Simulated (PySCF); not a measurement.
dimethyl ether cation (C2H6O), SMILES COC (connectivity only; charge and spin as stated), charge +1, multiplicity 2. Atoms are numbered in the order given.

```xyz
9

C      1.2137    -0.0003     0.1859
O      0.0000     0.0000    -0.4964
C     -1.2137     0.0003     0.1859
H      1.0980    -0.0050     1.2674
H      1.7775    -0.8666    -0.2030
H      1.7723     0.8736    -0.1943
H     -1.0980     0.0050     1.2674
H     -1.7775     0.8666    -0.2030
H     -1.7723    -0.8736    -0.1943
```
Charge +1, spin multiplicity 2.

Coordinates come from a PBE0-D3(BJ)/def2-TZVP optimisation. The spin state was assumed, not searched.

These are PBE0-D3(BJ)/def2-TZVP (PySCF) values and carry that method's errors.

No scaling factor is applied to the harmonic values.

**Question.** Give all harmonic wavenumbers and intensities. (Estimate from the structure and the level; the computed values follow.)

**Answer.** 
| mode | ν (cm⁻¹) | IR (km/mol) | moving atoms (share of kinetic energy) |
|---|---|---|---|
| 1 | 71 | 0.0 | H 95 % |
| 2 | 127 | 28.7 | H 72 %, O 24 % |
| 3 | 433 | 6.6 | H 36 %, C 36 %, O 29 % |
| 4 | 872 | 12.5 | C 64 %, O 18 %, H 18 % |
| 5 | 924 | 221.1 | O 39 %, C 38 %, H 23 % |
| 6 | 935 | 0.0 | H 82 %, C 18 % |
| 7 | 1120 | 5.6 | H 73 %, C 25 % |
| 8 | 1121 | 0.7 | H 70 %, C 20 %, O 11 % |
| 9 | 1231 | 1.1 | H 58 %, C 24 %, O 18 % |
| 10 | 1314 | 0.3 | H 97 % |
| 11 | 1353 | 0.0 | H 97 % |
| 12 | 1355 | 59.1 | H 95 % |
| 13 | 1367 | 141.7 | H 81 %, O 18 % |
| 14 | 1448 | 19.2 | H 91 %, C 9 % |
| 15 | 1492 | 43.1 | H 91 %, C 8 % |
| 16 | 2934 | 343.3 | H 97 % |
| 17 | 2967 | 0.1 | H 97 % |
| 18 | 2981 | 0.0 | H 92 % |
| 19 | 2989 | 83.9 | H 91 %, C 9 % |
| 20 | 3188 | 35.0 | H 90 %, C 10 % |
| 21 | 3192 | 1.9 | H 90 %, C 10 % |
